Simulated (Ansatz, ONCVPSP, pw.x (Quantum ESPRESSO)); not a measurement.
**pw.x on diamond Ge: one setting changed**

Potential: optimised norm-conserving Vanderbilt (ONCV), ONCVPSP 4.0.1.1 (patched build), PBE; core [Ar] 3d10, reference 4s2 4p2; waves: 4s: rc 1.55 bohr, ncon 4, nbas 8, qcut 4.3 1/bohr, 2 projectors, debl 2.2 Ha; 4p: rc 2.45 bohr, ncon 4, nbas 8, qcut 4.1 1/bohr, 3 projectors, debl 2.5 Ha; d scattering state at 0.2 Ha: rc 2.10 bohr, ncon 3, nbas 6, qcut 4.5 1/bohr, 1 projector; local part: polynomial inside 1.00 bohr (lpopt 5, dvloc0 0 Ha); core correction: none.

The reference run (k-mesh 8³, cutoffs 40/160 Ry, Fermi–Dirac 0.01 Ry, mixing_beta 0.4, conv_thr 1e-9, no spin) gives 0.25 GPa at 23.951 Å³/atom, where all-electron LAPW gives 0.00 GPa. This run, with its own iteration cap, changes nbnd to 7.

```
&control
  calculation='scf', prefix='x', pseudo_dir='./', outdir='./tmp', tstress=.true., disk_io='none'
/
&system
  ibrav=0, nat=2, ntyp=1, ecutwfc=40, ecutrho=160, nbnd=7,
  occupations='smearing', smearing='fd', degauss=0.01
/
&electrons
  conv_thr=1e-09, mixing_beta=0.4, electron_maxstep=70
/
ATOMIC_SPECIES
Ge 1.0 Ge.UPF
CELL_PARAMETERS angstrom
  0.00000000 2.88253474 2.88253474
  2.88253474 0.00000000 2.88253474
  2.88253474 2.88253474 0.00000000
ATOMIC_POSITIONS crystal
Ge 0.0000 0.0000 0.0000
Ge 0.2500 0.2500 0.2500
K_POINTS automatic
8 8 8 0 0 0
```

```bash
pw.x < Ge.scf.in > Ge.scf.out
```

Q: How does the run end?

A: It converges in 7 iterations; the free energy moves by +0.0 meV/atom and the pressure by +0.00 GPa. The result is that of the reference run.

```
Message from routine setup:
     using ibrav=0 with symmetry is DISCOURAGED, use correct ibrav instead
     lattice parameter (alat)  =       7.7035  a.u.
     unit-cell volume          =     323.2587 (a.u.)^3
     number of electrons       =         8.00
     number of Kohn-Sham states=            7
     kinetic-energy cutoff     =      40.0000  Ry
     charge density cutoff     =     160.0000  Ry
     scf convergence threshold =      1.0E-09
     Exchange-correlation= PBE
     number of k points=    29  Fermi-Dirac smearing, width (Ry)=  0.0100
     iteration #  1     ecut=    40.00 Ry     beta= 0.40
     total energy              =     -15.75834971 Ry
     estimated scf accuracy    <       0.02982133 Ry
     iteration #  2     ecut=    40.00 Ry     beta= 0.40
     total energy              =     -15.75730917 Ry
     estimated scf accuracy    <       0.00933352 Ry
     iteration #  3     ecut=    40.00 Ry     beta= 0.40
     total energy              =     -15.75770303 Ry
     estimated scf accuracy    <       0.00010487 Ry
     iteration #  4     ecut=    40.00 Ry     beta= 0.40
     c_bands:  1 eigenvalues not converged
     c_bands:  1 eigenvalues not converged
     total energy              =     -15.75773631 Ry
     estimated scf accuracy    <       0.00000235 Ry
     iteration #  5     ecut=    40.00 Ry     beta= 0.40
     total energy              =     -15.75773936 Ry
     estimated scf accuracy    <       0.00000007 Ry
     iteration #  6     ecut=    40.00 Ry     beta= 0.40
     total energy              =     -15.75773942 Ry
     estimated scf accuracy    <       0.00000003 Ry
     iteration #  7     ecut=    40.00 Ry     beta= 0.40
     the Fermi energy is     5.2254 ev
!    total energy              =     -15.75773942 Ry
     estimated scf accuracy    <          2.0E-10 Ry
     smearing contrib. (-TS)   =      -0.00085497 Ry
     The total energy is F=E-TS. E is the sum of the following terms:
     one-electron contribution =       3.48461216 Ry
     hartree contribution      =       1.20854976 Ry
     xc contribution           =      -4.62746783 Ry
     ewald contribution        =     -15.82257855 Ry
     convergence has been achieved in   7 iterations
          total   stress  (Ry/bohr**3)                   (kbar)     P=        2.52
     Message from routine punch:
     Nothing written, as per user request (disk_io='none')
```

The run took about 5.6 s on one core of a shared host (Neoverse-N1, 64 threads, 124 GiB, load 58).
